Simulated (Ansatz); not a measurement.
## Ansatz (development build ahead of 0.2.0) run

```yaml
crystal:
  periodic: [false, false, false]
  atoms:
    - { symbol: B, position_ang: [0.03797, -0.08701, -0.86412] }
    - { symbol: F, position_ang: [0.02207, 0.07576, 0.521] }
basis:
  gaussian: { orbitals: STO-3G }
hamiltonian:
  xc: hf
correlation:
  method: mp2
  frozen_orbitals: { B: 1, F: 1 }
```

The input is written out in the form of the current development build from the run's settings.

Results

```
Converged                       : yes
Reference energy                : -122.33463 hartree
Correlation energy              : -0.06415 hartree
Total energy                    : -122.39878 hartree
Spin squared of the determinant : 0.000
```
